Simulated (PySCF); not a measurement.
A structure optimised at B3LYP-D3(BJ)/def2-TZVPD, used in a PySCF frequency run:

```xyz
2

C      0.0000     0.0000    -0.6258
N      0.0000     0.0000     0.5364
```
Charge 0, spin multiplicity 2.

Problem. Write its SMILES, formula and point group.

Solution. [C]#N, CN, C∞v

Problem. What are its rotational constants (standard atomic weights)?

Solution. 57.871 GHz (linear rotor, B only)
